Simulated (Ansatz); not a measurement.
C₃H₆FN, SMILES `CC/N=C\F`, one more setting.

```yaml
crystal:
  periodic: [false, false, false]
  atoms:
    - {symbol: C, position_ang: [-0.998129, 0.618653, 0.982300]}
    - {symbol: C, position_ang: [0.375890, 0.246582, 0.456539]}
    - {symbol: N, position_ang: [0.305314, -1.002526, -0.272905]}
    - {symbol: C, position_ang: [0.694972, -1.097077, -1.444692]}
    - {symbol: F, position_ang: [1.229349, -0.094699, -2.173737]}
    - {symbol: H, position_ang: [-0.937954, 1.518573, 1.597940]}
    - {symbol: H, position_ang: [-1.689112, 0.813911, 0.159509]}
    - {symbol: H, position_ang: [-1.410528, -0.191313, 1.586362]}
    - {symbol: H, position_ang: [1.052538, 0.079798, 1.300546]}
    - {symbol: H, position_ang: [0.791458, 1.063020, -0.142492]}
    - {symbol: H, position_ang: [0.651404, -2.011920, -2.028670]}
basis:
  gaussian: {orbitals: x2c-TZVPPall}
magnetization: {spin_polarized: true, initial_magnetization: 0}
hamiltonian: {xc: {name: r2SCANh}, dispersion: d3bj, pseudopotentials: {relativity: none}}
output: {forces: true}
```

```sh
$ ansatz run in.yaml --threads 4 --pin off --events-out ev --progress --plain --max-ram 10444MiB
```

Output, abridged:

```
Warning: the engine holds no damping parameters fitted to this dispersion correction and functional, so the run takes those fitted to r2scanh beside the three-body term, which d3bj leaves out (hamiltonian.dispersion, under Limitations)
Functional definition: r2SCANh
1205 factors; their error is unknown
mean field evaluation 1: about -7404.3304 eV, gradient 4.6e1 eV
mean field evaluation 2: about -7390.6280 eV, gradient 7.0e1 eV
mean field evaluation 4: about -7413.6840 eV, gradient 4.1e0 eV
mean field evaluation 8: about -7413.7480 eV, gradient 1.7e-1 eV
mean field evaluation 16: about -7413.7298 eV, gradient 4.9e-4 eV
mean field -7413.72979688 eV, -272.4495448288 hartree, gradient 2.6e-5 eV, S^2 0.000000; 0 other end points of the search recorded, 0 dependent functions left out
reference -7413.72980853 eV, -272.4495452569 hartree; 20, 20 occupied and 219, 219 virtual orbitals, 1205 factors
WARN: the results are in doubt because the basis set is contracted for relativity, which is off
Total energy: -7413.78258642 eV, -272.4514848086 hartree
Atom 0 at    -0.998129     0.618653     0.982300 Å, force    -0.123914     0.028768     0.051350 eV/Å
Atom 1 at     0.375890     0.246582     0.456539 Å, force     0.125818     0.126687     0.046404 eV/Å
Atom 2 at     0.305314    -1.002526    -0.272905 Å, force    -0.029425    -0.077279     0.004550 eV/Å
Atom 3 at     0.694972    -1.097077    -1.444692 Å, force    -0.065188    -0.217177     0.004914 eV/Å
Atom 4 at     1.229349    -0.094699    -2.173737 Å, force     0.064758     0.128022    -0.077876 eV/Å
Atom 5 at    -0.937954     1.518573     1.597940 Å, force    -0.002764    -0.071118    -0.051450 eV/Å
Atom 6 at    -1.689112     0.813911     0.159509 Å, force     0.057349    -0.020544     0.059798 eV/Å
Atom 7 at    -1.410528    -0.191313     1.586362 Å, force     0.035612     0.062608    -0.049795 eV/Å
Atom 8 at     1.052538     0.079798     1.300546 Å, force    -0.046983     0.007880    -0.056607 eV/Å
Atom 9 at     0.791458     1.063020    -0.142492 Å, force    -0.024458    -0.053092     0.029916 eV/Å
Atom 10 at     0.651404    -2.011920    -2.028670 Å, force     0.009196     0.085247     0.038796 eV/Å
Dipole moment:    -0.005098     0.055562     0.019440 e Å
In doubt: the basis set is contracted for relativity, which is off
```

Hardware: 4 threads of an AMD EPYC 9R45 on a shared host. Wall time 2.6 s, peak host memory 0.74 GiB.
